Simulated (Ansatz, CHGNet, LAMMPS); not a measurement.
**How well does each level of theory give the lattice constant a of hcp Ti?**

Reference value: 2.950 Å (measured, 293 K, not corrected to a static lattice; as tabulated in Wikipedia's data pages).

```
level (code)            value (Å)  difference (%)
----------------------  ---------  --------------
COMB comb3 (LAMMPS)         2.929           -0.71
CHGNet-r²SCAN (CHGNet)      2.910           -1.36
LDA (Ansatz)                2.864           -2.92
PBE (Ansatz)                2.939           -0.37
PBEsol (Ansatz)             2.901           -1.66
PBE-D3(BJ) (Ansatz)         2.887           -2.14
PBE-D4 (Ansatz)             2.923           -0.92
rVV10 (Ansatz)              2.939           -0.37
r²SCAN-D4 (Ansatz)          2.931           -0.64
r²SCAN+rVV10 (Ansatz)       2.928           -0.75
HSE06 (Ansatz)              2.924           -0.88
PBE0 (Ansatz)               2.921           -0.98
```

Leaving aside COMB comb3, which can be fitted to such values or carry a doubt: The reference is not for a static lattice or low temperature, so close values are not ranked against it. Off by more than 1.25 % (a bound picked here): CHGNet-r²SCAN (-1.36 %), LDA (-2.92 %), PBEsol (-1.66 %), PBE-D3(BJ) (-2.14 %).

The reference has no zero-point or thermal correction, while the calculations are for a static lattice, so the differences are not the levels' errors alone. A static lattice is as a rule a little smaller than the measured one.  Cutoffs and k meshes differ between the levels. Ansatz's density-functional and Hartree–Fock values are scalar-relativistic unless marked +SOC, with PAW data made under PBE.

Empirical potentials (COMB comb3) are fitted to chosen data, which need not cover the solid at hand: agreement can be built in, and what lay outside the fit can be far off. Machine-learned potentials (CHGNet-r²SCAN) are trained on DFT data, which may include these solids.

Differences are worked out from the printed values.

Ansatz is a quantum-chemistry and plane-wave program.
